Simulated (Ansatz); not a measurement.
Basis-set extrapolation for `[SiH]O[SiH3]` (PBE0-D4/def2-TZVP geometry, frozen core, Ansatz). Multiplicity 1, RHF reference.

|  | def2-TZVPP | def2-QZVPP |
| --- | --- | --- |
| HF | -655.146782 | -655.169140 |
| MP2 correlation | -0.462227 | -0.498355 |
| CCSD(T) correlation | -0.518785 | not run |

Energies in hartree. Use E(X) = E(∞) + A·exp(−7.88·√X) for Hartree–Fock and E(X) = E(∞) + B·X^(−2.97) for correlation, with X = 3 and 4, and add CCSD(T) minus MP2 of the smaller set to the MP2 limit.

Problem. What is the CCSD(T) energy at the basis-set limit?

Solution. HF limit: -655.169140 + (-0.022358) × 0.13774 = -655.17222. MP2 limit: -0.498355 + (-0.036128) × 0.74074 = -0.52512. Higher-order term: -0.518785 − (-0.462227) = -0.05656. Total: -655.75390 hartree, 2.40 eV below CCSD(T)/def2-TZVPP.
